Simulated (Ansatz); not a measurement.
1T (CdI2-type) SnSe2 was calculated with r²SCAN in Ansatz (plane waves, PAW).

Q: Predict the interlayer binding energy, layer repeat distance and gap between the layers.

A: 
- interlayer binding energy: 4.3 meV/Å²
- layer repeat distance: 6.530 Å
- gap between the layers: 3.382 Å

Note: the cell comes from a level without a dispersion term, which matters for the spacing of layers, chains or molecules; the cell has widely spaced layers and the level no dispersion term, so their spacing and the moduli can rest on weak binding.

Spin–orbit coupling is not included.

Computed values are for the static lattice.

It cost roughly 7 core-minutes of CPU time.

Ansatz is an electronic-structure program.
